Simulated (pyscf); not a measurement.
**Insertion: F–SiH: [singlet] + water (H₂O) → HO–SiH₂–F**

Gas phase, singlet surface, charge 0. Bonds broken: O4–H5. Bonds formed: Si1–O4, Si1–H5. PySCF, gas phase, ωB97X-D3(BJ)/def2-SVP geometries. Correlated levels are frozen-core, on RHF or UHF. ΔMP2 is the change of the MP2 total energy from the triple- to the quadruple-zeta basis.

Transition state (Å):

```xyz
6

Si     0.9570    -0.0149    -0.1759
F      0.0518     1.2795    -0.6185
H      1.6488     0.4449     1.0735
O     -0.3758    -1.1898     0.4472
H      0.3601    -1.4687    -0.5665
H     -1.2549    -0.9343     0.1184
```

One imaginary mode, 1585i cm⁻¹; descent along it reached the two sides named, in the forms told below.

| bond | change | reactant side (Å) | saddle | product side |
|---|---|---|---|---|
| O4–H5 | breaks | 0.968 | 1.283 | 2.598 |
| Si1–O4 | forms | 2.095 | 1.883 | 1.650 |
| Si1–H5 | forms | 2.599 | 1.619 | 1.486 |

Electronic energies relative to the separated reactants (eV):

```tsv
level	barrier	reaction energy	reverse barrier
ωB97X-D3(BJ)/def2-TZVP	0.37	-3.40	3.78
PBE/def2-TZVP	0.06	-3.13	3.19
r²SCAN/def2-TZVP	0.02	-3.49	3.51
B3LYP-D3(BJ)/def2-TZVP	0.35	-3.23	3.59
PBE0-D3(BJ)/def2-TZVP	0.22	-3.32	3.54
M06-2X/def2-TZVP	0.40	-3.36	3.76
ωB97M-D3(BJ)/def2-TZVP	0.47	-3.19	3.66
HF/def2-TZVP	1.21	-3.37	4.58
MP2/def2-QZVPP	0.37	-3.42	3.79
CCSD/def2-TZVPP	0.69	-3.20	3.89
CCSD(T)/def2-TZVPP	0.54	-3.21	3.74
CCSD(T)/def2-TZVPP + ΔMP2(QZVPP)	0.51	-3.22	3.74
```

With CCSD(T)/def2-TZVPP + ΔMP2(QZVPP) energies and thermal terms (ideal gas, 1 atm, RRHO with modes under 100 cm⁻¹ raised to 100, one conformer, R ln 2 for rigid chiral ones), in eV:

| T (K) | ΔH‡ | ΔG‡ | ΔH | ΔG |
|---|---|---|---|---|
| 298 | 0.45 | 0.90 | -3.17 | -2.72 |
| 600 | 0.46 | 1.35 | -3.16 | -2.26 |
| 900 | 0.49 | 1.79 | -3.12 | -1.82 |
| 1200 | 0.52 | 2.22 | -3.07 | -1.39 |

On the reactant side the descent ends in an adduct with a O–Si contact, 0.72 eV under the separated species and 1.09 eV under the saddle at ωB97X-D3(BJ)/def2-TZVP. What is counted as formed (O–Si) is already present as a longer contact in the reactant adduct; forming that adduct is a step of its own. The same reactants have a lower exit, to HO–Si:–F [singlet] + H₂ (barrier +0.07 eV at ωB97M-D3(BJ), against +0.47 eV here). This is the saddle that the search found; another between the same sides may lie lower. The CCSD(T) − MP2 part came from Ansatz, without density fitting, on the same reference.
